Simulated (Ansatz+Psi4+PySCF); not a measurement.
Values are calculated unless marked as measured or tabulated.
This PySCF input gave a total energy of -113.65988 hartree.

```python
from pyscf import gto, scf, mp

mol = gto.M(atom="""
C 0.036710 0.608730 0.003510
O 0.046610 -0.579070 0.018090
H -0.880150 1.200270 0.027380
""", basis='cc-pvtz', charge=0, spin=1)
mf = scf.UHF(mol)
mf.kernel()
pt = mp.MP2(mf, frozen=2).run()
print(mf.e_tot, pt.e_corr, pt.e_tot)
```

(1) Write an input for Ansatz with the same method and basis set.

Results:

(1)

```yaml
crystal:
  periodic: [false, false, false]
  atoms:
    - { symbol: C, position_ang: [0.03671, 0.60873, 0.00351] }
    - { symbol: O, position_ang: [0.04661, -0.57907, 0.01809] }
    - { symbol: H, position_ang: [-0.88015, 1.20027, 0.02738] }
basis:
  gaussian: { orbitals: cc-pVTZ }
magnetization:
  spin_polarized: true
  initial_magnetization: 1
hamiltonian:
  xc: hf
correlation:
  method: mp2
  frozen_orbitals: { C: 1, H: 0, O: 1 }
scf:
  omitted_lower_state_checks: [stability, starts, atomic_configurations, cluster_reference, orbital_swaps, given_window_search, neighbouring_geometries, increment]
```

Ansatz (development build ahead of 0.2.0) gave -113.65988 hartree, 0.04 meV from the first.
